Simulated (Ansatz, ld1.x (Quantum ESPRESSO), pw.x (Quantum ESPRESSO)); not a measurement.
pw.x on fcc N: one setting changed

Potential: norm-conserving Troullier–Martins (Kleinman–Bylander form), ld1.x (Quantum ESPRESSO) 7.5, PBEsol; core [He], reference 2s2 2p2.5; waves: 2s (bound): rc 1.00 bohr; 2p (bound): rc 1.70 bohr; 3d channel at -0.2 Ry: rc 1.75 bohr; local part: all-electron potential smoothed inside 0.90 bohr (lloc = -1); core correction: a·sin(br)/r model core inside 1.20 bohr.

The reference run (k-mesh 18³, cutoffs 170/680 Ry, Fermi–Dirac 0.01 Ry, mixing_beta 0.4, conv_thr 1e-9, no spin) gives 1.06 GPa at 7.215 Å³/atom, where all-electron LAPW gives 0.53 GPa. This run, with its own iteration cap, changes ecutrho/ecutwfc to 6.

```
&control
  calculation='scf', prefix='x', pseudo_dir='./', outdir='./tmp', tstress=.true., disk_io='none'
/
&system
  ibrav=0, nat=1, ntyp=1, ecutwfc=170, ecutrho=1020, nbnd=9,
  occupations='smearing', smearing='fd', degauss=0.01
/
&electrons
  conv_thr=1e-09, mixing_beta=0.4, electron_maxstep=60
/
ATOMIC_SPECIES
N 1.0 N.UPF
CELL_PARAMETERS angstrom
  0.00000000 1.53368245 1.53368245
  1.53368245 0.00000000 1.53368245
  1.53368245 1.53368245 0.00000000
ATOMIC_POSITIONS crystal
N 0.0000 0.0000 0.0000
K_POINTS automatic
18 18 18 0 0 0
```

```bash
pw.x < N.scf.in > N.scf.out
```

How does the run end?

It converges in 6 iterations; the free energy moves by +0.0 meV/atom and the pressure by +0.00 GPa. The result is that of the reference run.

```
Message from routine setup:
     using ibrav=0 with symmetry is DISCOURAGED, use correct ibrav instead
     lattice parameter (alat)  =       4.0987  a.u.
     unit-cell volume          =      48.6892 (a.u.)^3
     number of electrons       =         5.00
     number of Kohn-Sham states=            9
     kinetic-energy cutoff     =     170.0000  Ry
     charge density cutoff     =    1020.0000  Ry
     scf convergence threshold =      1.0E-09
     Exchange-correlation= PBESOL
     number of k points=   195  Fermi-Dirac smearing, width (Ry)=  0.0100
     iteration #  1     ecut=   170.00 Ry     beta= 0.40
     total energy              =     -19.46473455 Ry
     estimated scf accuracy    <       0.03726238 Ry
     iteration #  2     ecut=   170.00 Ry     beta= 0.40
     total energy              =     -19.46236458 Ry
     estimated scf accuracy    <       0.00706156 Ry
     iteration #  3     ecut=   170.00 Ry     beta= 0.40
     total energy              =     -19.46330567 Ry
     estimated scf accuracy    <       0.00000859 Ry
     iteration #  4     ecut=   170.00 Ry     beta= 0.40
     total energy              =     -19.46330778 Ry
     estimated scf accuracy    <       0.00000093 Ry
     iteration #  5     ecut=   170.00 Ry     beta= 0.40
     total energy              =     -19.46330793 Ry
     estimated scf accuracy    <          5.6E-09 Ry
     iteration #  6     ecut=   170.00 Ry     beta= 0.40
     the Fermi energy is     9.0581 ev
!    total energy              =     -19.46330793 Ry
     estimated scf accuracy    <          3.2E-10 Ry
     smearing contrib. (-TS)   =      -0.00295595 Ry
     The total energy is F=E-TS. E is the sum of the following terms:
     one-electron contribution =       3.36787928 Ry
     hartree contribution      =       1.58397111 Ry
     xc contribution           =      -4.63786346 Ry
     ewald contribution        =     -19.77433892 Ry
     convergence has been achieved in   6 iterations
          total   stress  (Ry/bohr**3)                   (kbar)     P=       10.54
     Message from routine punch:
     Nothing written, as per user request (disk_io='none')
```

The run took about 35 s on one core of a shared host (Neoverse-V1, 32 threads, 247 GiB, load 6).
